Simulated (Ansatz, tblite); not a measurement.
# BiH2F: charged states by level of theory

The task here is to estimate one member of a computed series from the others.

Program: Ansatz 0.2.0, Gaussian basis. Level of theory: as each input shows. These are calculated values, not measurements.

Plan: charge +1 doublet, at the geometry of the singlet (PBE0-D4/def2-TZVP, PBE-D4/def2-TZVP, r2SCAN-D4/def2-TZVP, CCSD(T)/def2-TZVPP); charge -1 doublet, at the geometry of the singlet (PBE0-D4/def2-TZVPD, PBE-D4/def2-TZVPD, r2SCAN-D4/def2-TZVPD, CCSD(T)/def2-TZVPD); the starting singlet's energies come from earlier runs.

### The geometry

The singlet was relaxed beforehand with PBE-D4/def2-TZVP.

4 atoms, charge 0, spin multiplicity 1.

Atoms are counted from 1 here; the program's logs count them from 0.

Bond lengths: Bi1–H2 1.818 Å, Bi1–H3 1.818 Å, Bi1–F4 2.050 Å. Angles: H2–Bi1–H3 89.1°, H2–Bi1–F4 94.1°, H3–Bi1–F4 94.1°.

Coordinates:

```xyz
4
charge 0, multiplicity 1
Bi    0.0086    0.0290    0.7846
H     1.5244    0.0557   -0.2192
H    -0.6608    1.3707   -0.2439
F    -0.8722   -1.4554   -0.3215
```

Bi takes a core potential in the def2 sets. No spin-orbit coupling is included.

Set-up of the first run:

The input, in.yaml:

```yaml
crystal:
  periodic: [false, false, false]
  atoms:
    - {symbol: Bi, position_ang: [0.008615, 0.029031, 0.784569]}
    - {symbol: H, position_ang: [1.524423, 0.055718, -0.219183]}
    - {symbol: H, position_ang: [-0.660835, 1.370681, -0.243876]}
    - {symbol: F, position_ang: [-0.872203, -1.455430, -0.321509]}
basis:
  gaussian: {orbitals: def2-TZVP}
total_charge: 1
magnetization: {spin_polarized: true, initial_magnetization: 1}
hamiltonian: {xc: pbe0, dispersion: d4}
output: {orbitals: {seedname: orbitals}}
```

Run with:

```console
ansatz run in.yaml --threads 4 --pin off --events-out ev --progress --plain --max-ram 3916MiB
```

Steps of the session up to this table: Charge +1 doublet at the fixed geometry, PBE0-D4/def2-TZVP; Charge +1 doublet at the fixed geometry, PBE-D4/def2-TZVP; Charge +1 doublet at the fixed geometry, r2SCAN-D4/def2-TZVP; Charge +1 doublet at the fixed geometry, CCSD(T)/def2-TZVPP; Charge -1 doublet at the fixed geometry, PBE0-D4/def2-TZVPD; Charge -1 doublet at the fixed geometry, PBE-D4/def2-TZVPD; Charge -1 doublet at the fixed geometry, r2SCAN-D4/def2-TZVPD; Charge -1 doublet at the fixed geometry, CCSD(T)/def2-TZVPD.

One table of the session follows, with a row left open; its other results are not shown here.

It belongs to the step «Vertical electron affinity». 

| method | vertical electron affinity (eV) |
| --- | --- |
| HF/def2-TZVPD | -0.48 |
| PBE-D4/def2-TZVPD | 0.13 |
| r2SCAN-D4/def2-TZVPD | 0.12 |
| PBE0-D4/def2-TZVPD | 0.13 |
| MP2/def2-TZVPD | 0.01 |
| CCSD/def2-TZVPD | ? |
| CCSD(T)/def2-TZVPD | 0.00 |

**Question.** Estimate the row for CCSD/def2-TZVPD.

**Answer.** vertical electron affinity (eV): -0.03. In the column «vertical electron affinity (eV)» it lies between HF/def2-TZVPD (-0.48) and CCSD(T)/def2-TZVPD (0.00).

Limits of these values: The anion's highest level is positive in at least one run, so there the basis alone may hold the extra electron.
